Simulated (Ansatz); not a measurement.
The reference is AlN in the wurtzite structure (space group P6_3mc, No. 186).

```cif
data_Al2N2
_chemical_formula_sum 'Al2 N2'
_space_group_name_H-M_alt 'P 1'
_space_group_IT_number 1
_cell_length_a 3.12980
_cell_length_b 3.12980
_cell_length_c 5.01733
_cell_angle_alpha 90.000
_cell_angle_beta 90.000
_cell_angle_gamma 120.000
loop_
_space_group_symop_operation_xyz
  'x, y, z'
loop_
_atom_site_label
_atom_site_type_symbol
_atom_site_fract_x
_atom_site_fract_y
_atom_site_fract_z
_atom_site_occupancy
Al1 Al 0.66667 0.33333 0.00337 1
Al2 Al 0.33333 0.66667 0.50337 1
N1 N 0.66667 0.33333 0.62183 1
N2 N 0.33333 0.66667 0.12183 1
```

Method: Ansatz (a program for electronic structure), PBE, PAW, cutoff 420 eV, spin-orbit coupling left out, earlier PAW set.

The change: every Al is replaced by Ga, then cell and atoms are relaxed.

Measured band gap: AlN 6.51 eV (static lattice; corrected from measurement; as listed in Martin Feneberg et al., Physical Review B (2010)); GaN 3.68 eV (static lattice; corrected from measurement; as listed in Wei Chen et al., Physical Review Materials (2018)).

Measured lattice parameter a: AlN 3.1113 Å (0 K or low temperature; as listed in arXiv:1206.3780); GaN 3.189 Å (room temperature; as listed in M J Lucero, T M Henderson, G E Scuseria, Journal of Physics Condensed Matter (2012)).

Q: How well does PBE reproduce the measured shift?

A: With PBE the band gap moves by -2.33 eV (4.04 → 1.71) against -2.83 eV measured; the lattice parameter a moves by +0.089 Å (3.130 → 3.219) against +0.078 Å measured.

Stability against distortions was not tested.
